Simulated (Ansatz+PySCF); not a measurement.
Results of a calculation; reference values are marked as such.
## PySCF 2.14.0 run

```python
from pyscf import gto, scf, cc

mol = gto.M(atom="""
B 0.000000 0.000000 0.000000
N 0.000000 0.000000 2.510000
""", basis='cc-pvdz', charge=0, spin=0)
mf = scf.UHF(mol)
mf.kernel()
mycc = cc.CCSD(mf, frozen=2).run()
et = mycc.ccsd_t()
print(mf.e_tot, mycc.e_corr, et, mycc.e_tot + et)
```

The script is written out from the run's settings.

Results

- Converged: yes
- Reference energy: -78.74280 hartree
- CCSD correlation energy: -0.23809 hartree
- Triples correction: -0.01563 hartree
- Total energy: -78.99652 hartree
- Spin squared of the determinant: 0.000

This is not the lowest solution: another run reaches a determinant 2.03 eV lower. Caution: large amplitudes, a single reference is doubtful; another spin multiplicity may lie lower.
